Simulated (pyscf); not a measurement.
HN=Nb(Cl)(Cl)–Cl + H₂S → H₂N–Nb(SH)(Cl)(Cl)–Cl, an addition across a multiple bond or ene-type step (singlet surface; H–S broken, H–N, Nb–S formed). PySCF, gas phase, ωB97X-D3(BJ)/def2-SVP geometries. Energies in kcal/mol from the separated reactants.

Small-basis levels: PySCF, no dispersion term, spherical d functions. AM1 to PM7: differences of heats of formation from MOPAC, which are fitted to 298 K values and so differ in kind from electronic energies by zero-point and thermal terms. GFN2-xTB: tblite. Cost: rough CPU time at the saddle relative to B3LYP/6-31G*+LANL2DZ, from one job on a shared machine.

```json
[
 {"level": "HF/6-31G*+LANL2DZ", "barrier": "46.7", "reaction energy": "+2.8", "cost": "0.2"},
 {"level": "MP2/6-31G*+LANL2DZ", "barrier": "31.5", "reaction energy": "+5.1", "cost": "0.2"},
 {"level": "SVWN5/6-31G*+LANL2DZ", "barrier": "1.5", "reaction energy": "-25.4", "cost": "1"},
 {"level": "BP86/6-31G*+LANL2DZ", "barrier": "18.7", "reaction energy": "-10.8", "cost": "2"},
 {"level": "PBE/6-31G*+LANL2DZ", "barrier": "(withheld)", "reaction energy": "-12.6", "cost": "2"},
 {"level": "B3LYP/LANL2DZ", "barrier": "24.9", "reaction energy": "-10.9", "cost": "0.6"},
 {"level": "M06-2X/6-31G*+LANL2DZ", "barrier": "23.3", "reaction energy": "-10.4", "cost": "2"},
 {"level": "B3LYP/6-311+G**+LANL2DZ", "barrier": "24.6", "reaction energy": "-6.8", "cost": "2"},
 {"level": "PBE/def2-SVP", "barrier": "8.9", "reaction energy": "-15.3", "cost": "2"},
 {"level": "B3LYP/def2-SVP", "barrier": "18.5", "reaction energy": "-9.4", "cost": "1"},
 {"level": "GFN2-xTB", "barrier": "12.1", "reaction energy": "-11.3", "cost": "under 0.02"},
 {"level": "PM6", "barrier": "(withheld)", "reaction energy": "-18.1", "cost": "under 0.02"},
 {"level": "ωB97M-D3(BJ)/def2-TZVP", "barrier": "(withheld)", "reaction energy": "-9.3", "cost": "–"}
]
```

### Question
Fill in the missing entries.

### Answer

- PBE/6-31G*+LANL2DZ, barrier: 16.7
- PM6, barrier: 22.7
- ωB97M-D3(BJ)/def2-TZVP, barrier: 18.2

Against the last row the barrier runs from -16.8 (SVWN5/6-31G*+LANL2DZ) to +28.5 kcal/mol (HF/6-31G*+LANL2DZ). ωB97M-D3(BJ)/def2-TZVP has limits of its own. On the reactant side the descent ends in an adduct with a Nb–S contact, 12.5 kcal/mol under the separated species and 24.9 kcal/mol under the saddle at ωB97X-D3(BJ)/def2-TZVP. What is counted as formed (Nb–S) is already present as a longer contact in the reactant adduct; forming that adduct is a step of its own. At the saddle there is also a short H–Nb contact that neither side keeps. At ωB97X-D3(BJ)/def2-TZVP the barrier from the zero used here is 12.4 kcal/mol. This is the saddle that the search found; another between the same sides may lie lower. In the def2 sets elements past Kr carry core potentials, without spin-orbit coupling.
